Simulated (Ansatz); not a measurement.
# SiH2Cl radical: a short trajectory

The task is to watch the atoms for 60 steps of 0.5 fs, started with velocities for 1000 K and run at constant energy.

Method: PBE0-D4/def2-SVP, unrestricted; program: Ansatz 0.2.0, Gaussian basis.

1 further run of the same task is left out (it didn't finish).

## Step 1: The system as given

SMILES `[SiH2]Cl`, 4 atoms, charge 0, spin multiplicity 2.

Atoms are counted from 1 here; the program's logs count them from 0.

Bond lengths: Si1–Cl2 2.022 Å, Si1–H3 1.451 Å, Si1–H4 1.451 Å. Angles: Cl2–Si1–H3 110.3°, Cl2–Si1–H4 110.2°, H3–Si1–H4 114.9°.

Geometry (Å):

```xyz
4

Si   -0.2836    0.2377    0.1316
Cl    1.5977   -0.0596    0.8111
H    -1.0650   -0.9783    0.2633
H    -0.2491    0.8002   -1.2060
```

## Step 2: The run

The input, md/in.yaml:

```yaml
crystal:
  periodic: [false, false, false]
  atoms:
    - {symbol: Si, position_ang: [-0.283580, 0.237700, 0.131590]}
    - {symbol: Cl, position_ang: [1.597690, -0.059610, 0.811090]}
    - {symbol: H, position_ang: [-1.065000, -0.978280, 0.263310]}
    - {symbol: H, position_ang: [-0.249110, 0.800200, -1.205980]}
basis:
  gaussian: {orbitals: def2-SVP}
magnetization: {spin_polarized: true, initial_magnetization: 1}
hamiltonian: {xc: pbe0, dispersion: d4}
md: {n_steps: 60, timestep: 0.5, temperature: 1000, ensemble: nve, seed: 559, initial_velocities: maxwell_boltzmann}
```

The run is started by

```sh
ansatz run in.yaml --threads 2 --pin off --events-out ev --progress --plain --max-ram 3481MiB
```

Q: Predict the outcome of this session. Wanted: temperature at the start; mean temperature, second half; lowest and highest potential energy, from the first frame; largest change of potential + kinetic.

As calculated:

| quantity | value |
| --- | --- |
| length | 60 steps, 30.0 fs |
| temperature at the start | 1000 K |
| mean temperature, second half | 704 K |
| lowest and highest potential energy, from the first frame | -35 and 218 meV |
| largest change of potential + kinetic | 2.0 meV |

**Reading.** With no thermostat the total energy should stay fixed; it holds within 2.0 meV, small beside the kinetic energy, so the time step serves. The temperature runs between 164 and 1135 K. No bond breaks or forms, judged by distance.
